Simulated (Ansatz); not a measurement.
**One structure, 4 elements: BeOs3, CaOs3, SrOs3, BaOs3**

Plane-wave DFT in Ansatz with scalar-relativistic PAW potentials, cutoff 420 eV, Γ-centred meshes chosen by cell and gap, Gaussian smearing with energies taken to zero width. Every cell was relaxed (cell and atoms) in a run of its own, within the symmetry of its start. Functional: PBE.

All members share space group Pm-3m and the same sites; only the element on one set of sites changes (Be, Ca, Sr, Ba). Members needn't be the stable form of their composition. Energies over the elements, where given, are against the elements' standard states in the same functional (H₂, N₂, O₂ and halogens uncorrected, Hg as a solid). The first member:

Space group Pm-3m (No. 221). a = 3.769 Å, b = 3.769 Å, c = 3.769 Å, α = 90.00°, β = 90.00°, γ = 90.00°
```tsv
atom	site	symmetry	x	y	z
Be	1a	m-3m	0.0000	0.0000	0.0000
Os	3c	4/mm.m	0.0000	0.5000	0.5000
```

```csv
compound,V (Å³/atom),a (Å),energy over elements (eV/atom)
BeOs3,13.38,3.769,0.442
CaOs3,16.29,4.024,0.894
BaOs3,18.34,4.186,1.780
```

Question: Predict the member with Sr.

Answer: V (Å³/atom) 17.55, a (Å) 4.126, energy over elements (eV/atom) 1.384. Interpolating linearly in period between Ca and Ba would give 17.31 Å³/atom (1.4 % too small), with 1.337 eV/atom over the elements. Over the whole series the volume grows at each step down the group; all are metallic on the mesh; none is bound against its elements in this structure, and Be comes closest.

Spin-orbit coupling is left out, which matters for the bands of heavy elements.